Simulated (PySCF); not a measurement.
Gas-phase reaction: 2 Si2H5 + (CH3)2SiH2 → (CH3)2Si + 4 SiH3. Level: M06-2X/def2-TZVP†; standard pressure 1 bar.

Method: PySCF energies plus ideal-gas RRHO corrections (1 bar). † marks an energy on the PBE0/def2-TZVP geometry and frequencies. Open shells (unrestricted): Si2H5 (multiplicity 2), SiH3 (multiplicity 2); the rest are closed-shell singlets. No R ln 2 is added for the mirror-image form of (CH3)2Si. Si2H5, (CH3)2Si: computed as isolated molecules; such fragments, hydroxides, amides, oligomers or adducts are transient or little studied in the gas. The harmonic model lacks anharmonicity and excited electronic states, which grow with temperature; levels with a mode under 35 cm⁻¹ are left out. Internal rotation in Si2H5, (CH3)2SiH2, (CH3)2Si is treated as a harmonic vibration of one conformer, which makes the entropy rough.

```json
[
 {"T (K)": "800", "1000/T (1/K)": "1.2500", "log10 K": "-20.50"},
 {"T (K)": "1000", "1000/T (1/K)": "1.0000", "log10 K": "-13.63"},
 {"T (K)": "1200", "1000/T (1/K)": "0.8333", "log10 K": "?"},
 {"T (K)": "1400", "1000/T (1/K)": "0.7143", "log10 K": "-5.90"},
 {"T (K)": "1600", "1000/T (1/K)": "0.6250", "log10 K": "-3.52"},
 {"T (K)": "1800", "1000/T (1/K)": "0.5556", "log10 K": "-1.70"}
]
```

Task: Fit log10 K = a + b·(1000/T) to the five rows, get the mean ΔH° and ΔS°, and predict log10 K at 1200 K.

Result: Means: 1000/T = 0.8290, log10 K = -9.050. Sums of products about the means: Sxy = -9.10254, Sxx = 0.336002, so b = Sxy/Sxx = -27.09 and a = -9.050 − (-27.09)×0.8290 = 13.41.
ΔH° = −R ln 10 × 1000 K × b = −19.145 × (-27.09) = 519 kJ; ΔS° = R ln 10 × a = 257 J/K. The run's own values go from 529 kJ and 268 J/K at 800 K to 499 kJ and 245 J/K at 1800 K.
Prediction at 1200 K: 13.41 + (-27.09)×0.8333 = -9.16. The computed value is -9.10, 0.06 from the line.
For scale, ΔH°(298 K) is 538 kJ at this level, 563 kJ at ωB97M-V/def2-TZVP†, and runs from 451 to 624 kJ over the 20 levels computed.
